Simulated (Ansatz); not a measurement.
A nudged elastic band was laid between two geometries of C3H7FOS (13 atoms, charge 0, multiplicity 1).

Computed with RKS PBE/6-31G* in Ansatz.

```json
{"movable images": "2", "climbing image": "no", "spring": "5.0 eV/Å²", "optimiser": "quadratic models (default)", "start path": "through a guess of the saddle point", "force threshold": "0.03 eV/Å", "iteration limit": "60", "end points": "relaxed"}
```

First end point:

```xyz
13
Properties=species:S:1:pos:R:3
C -0.690 -1.304 1.440
S 0.934 -0.612 0.968
C 0.425 0.734 -0.218
C 0.031 0.243 -1.598
O 1.490 1.610 -0.339
F -0.685 1.393 0.342
H -1.358 -0.501 1.783
H -1.156 -1.855 0.608
H -0.504 -2.005 2.268
H -0.264 1.109 -2.214
H -0.822 -0.449 -1.526
H 0.877 -0.273 -2.074
H 1.743 1.875 0.574
```

Last end point:

```xyz
13
Properties=species:S:1:pos:R:3
C -0.966 -1.407 1.600
S 0.277 -0.329 1.367
C 0.343 0.841 -0.240
C -0.167 0.159 -1.480
O 1.655 1.256 -0.391
F -0.481 1.907 0.106
H -1.682 -1.084 2.358
H 1.341 -1.043 0.847
H -1.288 -2.084 0.805
H -0.259 0.888 -2.303
H -1.158 -0.278 -1.272
H 0.522 -0.642 -1.789
H 1.883 1.782 0.407
```

(1) Which bonds break or form, and what moves?

(2) What energy profile does the band end with?

(3) What is the geometry of the highest image?

Answers

(1) Bonds broken: C1–H8. Bonds formed: S2–H8.

(2) The run converged. The highest image is number 2 of 0 to 3, 272.8 kJ/mol above the first end and 13.9 kJ/mol above the last; the last end lies 258.9 kJ/mol above the first. Neighbouring images differ by up to 2.8 eV, so the band resolves the path poorly. No image climbed, so the highest image needn't sit at the top of the path. So few images can step over the top or miss a turn of the path. The orbitals stay closed-shell, which can raise the energy where a bond breaks towards radicals; this wasn't checked here.

```json
{"image": "0", "path coordinate (Å)": "0.00", "energy (kJ/mol)": "0.0", "C1–H8 (Å)": "1.10", "S2–H8 (Å)": "2.46"}
{"image": "1", "path coordinate (Å)": "1.52", "energy (kJ/mol)": "271.7", "C1–H8 (Å)": "1.20", "S2–H8 (Å)": "1.76"}
{"image": "2", "path coordinate (Å)": "3.04", "energy (kJ/mol)": "272.8", "C1–H8 (Å)": "2.30", "S2–H8 (Å)": "1.36"}
{"image": "3", "path coordinate (Å)": "4.56", "energy (kJ/mol)": "258.9", "C1–H8 (Å)": "2.45", "S2–H8 (Å)": "1.38"}
```

(3) 
```xyz
13
Properties=species:S:1:pos:R:3:forces:R:3
C -0.908 -1.277 1.933 -0.05 -0.02 0.13
S 0.424 -0.542 1.229 -0.16 -0.04 -0.03
C 0.327 0.779 -0.297 -0.02 0.01 -0.03
C -0.008 0.185 -1.639 -0.01 0.01 -0.01
O 1.555 1.417 -0.348 0.00 -0.02 0.00
F -0.675 1.650 0.127 0.00 0.03 -0.02
H -1.371 -0.674 2.713 0.01 -0.03 0.15
H 0.751 -1.532 0.353 0.42 -0.04 -0.03
H -1.555 -1.914 1.327 -0.14 0.11 -0.13
H -0.107 0.987 -2.390 -0.01 0.00 -0.03
H -0.958 -0.370 -1.582 -0.02 0.01 0.00
H 0.795 -0.497 -1.967 -0.02 0.00 0.00
H 1.749 1.751 0.556 0.00 -0.01 -0.02
```

Run time: 2.9 min on 2 threads of Intel(R) Xeon(R) Platinum 8259CL CPU @ 2.50GHz (Skylake/Cascade Lake) (shared host), peak memory 0.19 GiB.
